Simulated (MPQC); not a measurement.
**BH5S (B(H2S)H3) at 3 levels**

Wanted: a comparison of 3 runs (HF/3-21G, HF/def2-SVP, MP2/pcseg-1) of BH5S (B(H2S)H3). 

The calculation is run with MPQC 2.3.1.

### Step 1. Starting point

BH5S has 7 atoms, charge 0, and is taken as a singlet. As SMILES, `[H]B([H])([H])<-S`. Geometry: relaxed at GFN2-xTB.

Bond lengths: B1–S2 2.040 Å, S2–H3 1.336 Å, S2–H4 1.337 Å, B1–H5 1.181 Å, B1–H6 1.184 Å, B1–H7 1.181 Å. Angles: B1–S2–H3 98.0°, B1–S2–H4 98.0°, S2–B1–H5 102.5°, S2–B1–H6 103.4°, S2–B1–H7 102.5°, H3–S2–H4 92.0°, H5–B1–H6 115.4°, H5–B1–H7 114.9°, H6–B1–H7 115.4°.

### Step 2. A single-point energy at HF/3-21G (run 1)

job.in

```
% BH5S
molecule<Molecule>: (
   symmetry = c1
   unit = bohr
   { atoms geometry } = {
      B  [ 0.24118575  -0.41052410  -1.54407632 ]
      S  [ 0.25331779  -0.43711255   2.31005791 ]
      H  [ 0.95667385   1.96060975   2.67400026 ]
      H  [ -2.18155653   0.12791556   2.67367901 ]
      H  [ 2.41920849  -0.41003277  -2.03262721 ]
      H  [ -0.85604593   1.47317379  -2.04423013 ]
      H  [ -0.83280230  -2.30404858  -2.03680351 ]
   }
)
basis<GaussianBasisSet>: (
   name = "3-21G"
   molecule = $:molecule
   basisdir = "."
   puream = yes
)
mpqc: (
   checkpoint = no
   savestate = no
   restart = no
   do_energy = yes
   do_gradient = no
   optimize = no
   mole<CLHF>: (
      molecule = $:molecule
      basis = $:basis
      total_charge = 0
      memory = 1000000000
      print_evals = yes
      print_npa = yes
      maxiter = 70
      value_accuracy = 1e-08
      guess_wavefunction<ExtendedHuckelWfn>: (
         molecule = $:molecule
         total_charge = 0
         multiplicity = 1
         basis<GaussianBasisSet>: (
            name = "STO-3G"
            molecule = $:molecule
         )
      )
   )
)
```

The basis set 3-21G is read from a file made from the Basis Set Exchange's data (not shown).

Launch:

```console
mpqc job.in > job.out
```

Output:

```text
MPQC: Massively Parallel Quantum Chemistry
[...]
  CLSCF::init: total charge = 0
[...]
  nbasis = 32
[...]
  iter     1 energy = -419.7058964910 delta = 2.36611e-01
[...]
  LUMO is    14   A =   0.140708
  total scf energy = -422.9376173945
Value of the MolecularEnergy: -422.9376173945
[...]
      symmetry = c1
[...]
```

Wall time 0.56 s (1 thread of Arm Neoverse V2, shared host).

### Step 3. The energy at HF/def2-SVP (run 2)

job.in: that of step 2 with these lines changed.

```diff
@@ -15,3 +15,3 @@
 basis<GaussianBasisSet>: (
-   name = "3-21G"
+   name = "def2-SVP"
    molecule = $:molecule
@@ -36,6 +36,7 @@
       value_accuracy = 1e-08
-      guess_wavefunction<ExtendedHuckelWfn>: (
+      guess_wavefunction<CLHF>: (
          molecule = $:molecule
          total_charge = 0
-         multiplicity = 1
+         memory = 1000000000
+         value_accuracy = 1e-3
          basis<GaussianBasisSet>: (
```

The basis set def2-SVP is read from a file made from the Basis Set Exchange's data (not shown).

Launch:

```console
mpqc job.in > job.out
```

Output:

```text
MPQC: Massively Parallel Quantum Chemistry
[...]
  LUMO is    14   A =   0.132957
  total scf energy = -424.9398332898
Value of the MolecularEnergy: -424.9398332898
[...]
      symmetry = c1
[...]
```

Run time: 3.9 s. Hardware: 1 thread of Arm Neoverse V2, shared host.

### Step 4. The energy at MP2/pcseg-1 (run 3)

job.in

```
% BH5S
molecule<Molecule>: (
   symmetry = c1
   unit = angstrom
   { atoms geometry } = {
      B  [ 0.127630    -0.217240    -0.817090 ]
      S  [ 0.134050    -0.231310     1.222430 ]
      H  [ 0.506250     1.037510     1.415020 ]
      H  [ -1.154430     0.067690     1.414850 ]
      H  [ 1.280190    -0.216980    -1.075620 ]
      H  [ -0.453000     0.779570    -1.081760 ]
      H  [ -0.440700    -1.219250    -1.077830 ]
   }
)
basis<GaussianBasisSet>: (
   name = "pcseg-1"
   molecule = $:molecule
   basisdir = "."
   puream = yes
)
mpqc: (
   checkpoint = no
   savestate = no
   restart = no
   do_energy = yes
   do_gradient = no
   optimize = no
   mole<MBPT2>: (
      molecule = $:molecule
      basis = $:basis
      memory = 1000000000
      method = mp
      nfzc = 6
      reference<CLHF>: (
         molecule = $:molecule
         basis = $:basis
         total_charge = 0
         memory = 1000000000
         print_evals = yes
         maxiter = 70
         value_accuracy = 1e-08
         guess_wavefunction<CLHF>: (
            molecule = $:molecule
            total_charge = 0
            memory = 1000000000
            value_accuracy = 1e-3
            basis<GaussianBasisSet>: (
               name = "STO-3G"
               molecule = $:molecule
            )
         )
      )
   )
)
```

The basis set pcseg-1 is read from a file made from the Basis Set Exchange's data (not shown).

Launch:

```console
mpqc job.in > job.out
```

Output:

```text
MPQC: Massively Parallel Quantum Chemistry
[...]
  LUMO is    14   A =   0.104542
  total scf energy = -425.0446566827
[...]
  MP2 correlation energy [au]:         -0.246250967774
  MP2 energy [au]:                   -425.290907650497
Value of the MolecularEnergy: -425.2909076505
[...]
        symmetry = c1
[...]
```

Run time: 4.2 s. Hardware: 1 thread of Arm Neoverse V2, shared host.

### Step 5. The series

| run | level | starting guess | frozen core orbitals | energy (Eh) | HOMO energy (eV) | LUMO energy (eV) | HOMO–LUMO gap (eV) | wall time |
| --- | --- | --- | --- | --- | --- | --- | --- | --- |
| 1 | HF/3-21G | huckel STO-3G | – | -422.937617 | -11.84 | 3.83 | 15.67 | 0.56 s |
| 2 | HF/def2-SVP | STO-3G | – | -424.939833 | -11.72 | 3.62 | 15.33 | 3.9 s |
| 3 | MP2/pcseg-1 | STO-3G | 6 | -425.290908 | -11.79 | 2.84 | 14.63 | 4.2 s |

### Step 6. What came out

| quantity | value |
| --- | --- |
| run 3, MP2/pcseg-1: total energy | -425.29091 Eh |
| run 3, MP2/pcseg-1: HOMO energy (Hartree–Fock orbitals) | -11.79 eV |
| run 3, MP2/pcseg-1: LUMO energy (Hartree–Fock orbitals) | 2.84 eV |
| run 3, MP2/pcseg-1: HOMO–LUMO gap (Hartree–Fock orbitals) | 14.63 eV |
| run 3, MP2/pcseg-1: correlation energy (6 core orbitals frozen) | -246.3 mEh |

All runs together took 8.7 s, the longest 4.2 s.
